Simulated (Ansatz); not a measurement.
Input for Ansatz (development build ahead of 0.2.0):

```yaml
crystal:
  periodic: [false, false, false]
  atoms:
    - { symbol: Cl, position_ang: [0.06638, -0.12564, -0.64308] }
    - { symbol: F, position_ang: [0.0004, -0.13831, 0.98676] }
basis:
  gaussian: { orbitals: STO-3G }
hamiltonian:
  xc: hf
correlation:
  method: mp2
  frozen_orbitals: { Cl: 5, F: 1 }
```

The input is written out in the form of the current development build from the run's settings.

The run gave:

```yaml
Converged: yes
Reference_energy: -552.53021 hartree
Correlation_energy: -0.03094 hartree
Total_energy: -552.56114 hartree
Spin_squared_of_the_determinant: 0.000
```
